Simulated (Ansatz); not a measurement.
Geometry optimisation, RKS revPBE-D4/def2-SVP in Ansatz.

The input (input.yaml):

```yaml
crystal:
  periodic: [false, false, false]
  atoms:
    - { symbol: Si, position_ang: [-0.002555, 0.123526, -1.077108] }
    - { symbol: O, position_ang: [0.989347, 0.266362, 1.594193] }
    - { symbol: C, position_ang: [0.105278, -0.376654, 2.520234] }
    - { symbol: H, position_ang: [-0.549606, -1.133605, 2.034753] }
    - { symbol: H, position_ang: [0.674762, -0.854806, 3.348152] }
    - { symbol: H, position_ang: [-0.539001, 0.413966, 2.951461] }
    - { symbol: H, position_ang: [1.471961, -0.429687, 1.077854] }
    - { symbol: H, position_ang: [-1.036219, 1.25932, -0.901074] }
    - { symbol: H, position_ang: [-0.984066, -0.912423, -0.469765] }
basis:
  gaussian: { orbitals: def2-SVP }
hamiltonian:
  xc: revpbe
  dispersion: d4
relax:
  f_tol: 0.03
  max_steps: 50
output:
  orbitals: {}
```

Run as:

```bash
$ ansatz run input.yaml --threads 1 --pin off --max-ram 2048MiB --backend cpu --events-out ev --progress --plain --runs-dir out
```

Q: Where does it end, and by what steps?

A: The run converged. After 9 steps the energy has fallen by 0.584 eV; H8 moved furthest, 0.80 Å. Joined: Si1–O2 (2.85 → 2.06 Å).

```
step  energy less start (eV)  largest force component (eV/Å)  accepted
   0                  0.0000                           1.092       yes
   1                 -0.2358                           1.082       yes
   2                 -0.4084                           1.253       yes
   3                 -0.5032                           0.634       yes
   4                 -0.5466                           0.305       yes
   5                 -0.5474                           0.403       yes
   6                 -0.5744                           0.434       yes
   7                 -0.5805                           0.135       yes
   8                 -0.5833                           0.036       yes
   9                 -0.5837                           0.008       yes
```

```xyz
9
Properties=species:S:1:pos:R:3
Si 0.048 0.216 -0.711
O 0.865 -0.003 1.168
C 0.028 -0.351 2.298
H -0.455 -1.338 2.146
H 0.633 -0.343 3.229
H -0.750 0.431 2.346
H 1.611 -0.631 1.092
H -0.888 1.295 -0.113
H -0.963 -0.921 -0.377
```

Whether the end is a true minimum wasn't checked by a vibrational analysis.

Run time: 11 s on 1 thread of AMD EPYC 9R45 96-Core Processor (Zen 5), on a shared host, peak memory 0.15 GiB.
